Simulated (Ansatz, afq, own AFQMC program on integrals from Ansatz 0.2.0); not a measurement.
**CH$_{2}$N, doublet → CH2N⁺, singlet, worked out**

```csv
atom,x (Å),y (Å),z (Å)
N,0.0000,0.0000,0.5108
C,0.0000,0.0000,-0.7748
H,0.0000,0.8569,1.0670
H,0.0000,-0.8569,1.0670
```

Connectivity, by distances: NH2–C.

Both states at this geometry.

Basis cc-pVDZ. Noble-gas cores (and the filled d shells of Ga–Kr and In–Xe) are frozen. Integrals, coupled cluster, full CI and functionals: Ansatz 0.2.0; the random walks run on the same integrals in our own AFQMC program. The CISD trial takes its coefficients from CCSD amplitudes. Released means that phaseless walkers are propagated on without the constraint, phases kept. Uncertainties: one standard error, sampling alone.

Total energies in eV. CBS is CCSD(T) at the limit of def2-TZVPP/QZVPP (extrapolated itself); the highest rung of each member is named.

Cautions: CH₂N⁺ (singlet): restricted determinant unstable towards unrestricted (UHF 30 meV lower, ⟨S²⟩ 0.19).

```
        member  count  CCSD(T)/cc-pVDZ  highest rung in cc-pVDZ     which  CCSD(T)/CBS
CH₂N⁺, singlet     +1       -2541.3609               -2541.4035    CCSDTQ   -2544.5990
 CH₂N, doublet     -1       -2549.2610               -2549.2992  CCSDT(Q)   -2552.9336
```

Q: Work out the best estimate of the vertical ionization energy: the CCSD(T)/CBS difference plus the step from CCSD(T) to the highest rung.

A: Sums with the counts: CCSD(T)/CBS 8.3346 eV, highest rung 7.8957 eV, CCSD(T)/cc-pVDZ 7.9001 eV. The step is 7.8957 − 7.9001 = -0.0044 eV, so the best estimate is 8.3346 + (-0.0044) = 8.3302 eV. The basis set is worth 0.434 eV of it. Zero-point, core-correlation and spin–orbit terms aren't in it.

Best estimates are given only where the step beyond CCSD(T) is under 0.3 eV and no member's determinant is very poor (T1 over 0.05, or 0.07 for open shells, ⟨S²⟩ too high by 0.3, two states mixed), so the hardest cases are missing from such tables.

CCSDT and higher add their correlation energy to the determinant of the CCSD(T) run, since their own runs factorise the integrals more tightly (a shift of under 2 meV). Each member of a difference takes its own highest rung, so a best estimate needn't equal the limit plus the step of one row.
